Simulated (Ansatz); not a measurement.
System: solid bromine. Method: PBEsol+SOC in Ansatz (plane waves, PAW).

Numerical settings: plane-wave cutoff 520 eV, 10×10×4 k mesh (along the axes of the cell as run), Fermi–Dirac smearing 0.01 eV, PAW data made under PBE.

Cell (measured lattice):

```
Br
1.0
    3.37150     2.33425     0.00000
   -3.37150     2.33425     0.00000
    0.00000     0.00000     8.70020
Br
4
Cartesian
  0.00000   4.08399   7.68012
  0.00000   2.91876   3.33002
  0.00000   1.74974   5.37018
  0.00000   0.58451   1.02008
```

Question: What does this level give for the band gap?

Answer: 
* **band gap**: 1.43 eV (direct)

Note: cell and atoms aren't relaxed at this level (largest force component 0.04 eV/Å, pressure -1.1 GPa).

The computed numbers hold no vibrational or temperature effects.

Ansatz is an electronic-structure program.
